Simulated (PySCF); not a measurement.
Two probes of the same atoms: core binding energy and nuclear shielding

C₄H₅FO.
Structure used (PBE0-D3(BJ)/def2-SVP), in Å, numbered top down from 1:
```xyz
11
C4H5FO angstrom
C      1.496    0.149   -0.767
C      0.214    0.382   -0.084
C     -0.623    1.047    0.652
F     -0.866    2.128    1.354
C     -1.139   -0.245    0.251
O     -1.220   -1.266    1.199
H      1.340   -0.061   -1.837
H      2.166    1.015   -0.673
H      2.001   -0.728   -0.332
H     -1.912   -0.336   -0.536
H     -1.456   -2.078    0.741
```

Binding energies: PySCF, delta-SCF UKS SCAN, pcX-2 on the ionised atom, pcseg-1 elsewhere, spin-free X2C. Shieldings: GIAO CAM-B3LYP/pcSseg-2, non-relativistic, same geometry.

| atom | C 1s (eV) |
| --- | --- |
| C1 | 291.43 |
| C2 | 290.85 |
| C3 | 292.75 |
| C5 | 292.66 |

Question: What are the absolute isotropic shieldings of these atoms?

Answer: 
```tsv
atom	environment	C 1s (eV)	isotropic shielding (ppm)
C2	fully substituted alkene carbon	290.85	75.3
C1	allylic carbon	291.43	176.0
C5	carbinol carbon (C–OH)	292.66	120.9
C3	vinylic C–F carbon	292.75	27.3
```

By binding energy: C2 < C1 < C5 < C3. By shielding: C3 < C2 < C5 < C1.

Geometry: PBE0-D3(BJ)/def2-SVP, one conformer, isolated molecule.
